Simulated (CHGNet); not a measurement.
hcp Re

Computed with the machine-learned potential CHGNet 0.3.0 (trained on PBE and PBE+U data).

Cell (relaxed at this level):

```cif
data_Re2
_chemical_formula_sum 'Re2'
_space_group_name_H-M_alt 'P 1'
_space_group_IT_number 1
_cell_length_a 2.78940
_cell_length_b 2.78940
_cell_length_c 4.47358
_cell_angle_alpha 90.000
_cell_angle_beta 90.000
_cell_angle_gamma 120.000
loop_
_space_group_symop_operation_xyz
  'x, y, z'
loop_
_atom_site_label
_atom_site_type_symbol
_atom_site_fract_x
_atom_site_fract_y
_atom_site_fract_z
_atom_site_occupancy
Re1 Re 0.66667 0.33333 0.75000 1
Re2 Re 0.33333 0.66667 0.25000 1
```

```yaml
lattice_constant_a: 2.789 Å
lattice_parameter_c: 4.474 Å
volume_per_atom: 15.07 Å³/atom
```

Measured, for comparison: lattice constant a 2.761 Å, lattice parameter c 4.458 Å (293 K, not corrected to a static lattice; as tabulated in Wikipedia's data pages). Computed (rounded) less measured: lattice constant a +1.0 %, lattice parameter c +0.4 %.

A machine-learned potential is trained on density-functional data: it inherits that level's misses and adds fitting errors of its own.

Note: the model gives imaginary modes for this phase (in the spectrum interpolated from a supercell).
